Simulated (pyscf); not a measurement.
Single points on ωB97X-D3(BJ)/def2-SVP structures (PySCF, gas phase).

**Question.** Estimate by transition-state theory the rate constant of H₃C–Al(CH₃)–SH + H₂ → H₃C–AlH–CH₃ + H₂S (singlet surface; Al–S, H–H broken, Al–H, H–S formed) at 1200 K, with ωB97M-D3(BJ)/def2-TZVP energies (ideal gas, 1 atm, RRHO with modes under 100 cm⁻¹ raised to 100, one conformer, R ln 2 for rigid chiral ones; no tunnelling).

**Answer.** The electronic barrier is 25.5 kcal/mol and the thermal terms add +37.9, so ΔG‡ = 63.5 kcal/mol. With k_BT/h = 2.50e+13 s⁻¹ and RT = 2.385 kcal/mol, and a volume of 1.64e-19 cm³ per molecule at 1 atm, k = 1.1e-17 cm³ molecule⁻¹ s⁻¹. Wigner's tunnelling factor for 1050i cm⁻¹ would be 1.07. A shift of 1 kcal/mol in the barrier changes k by a factor 1.5. On the product side the descent ends in an adduct with a Al–S contact, 15.1 kcal/mol under the separated species and 12.4 kcal/mol under the saddle at ωB97X-D3(BJ)/def2-TZVP. What is counted as broken (Al–S) persists as a longer contact in the product adduct; parting that adduct is a step of its own. One saddle was located; it need not be the lowest between these sides.
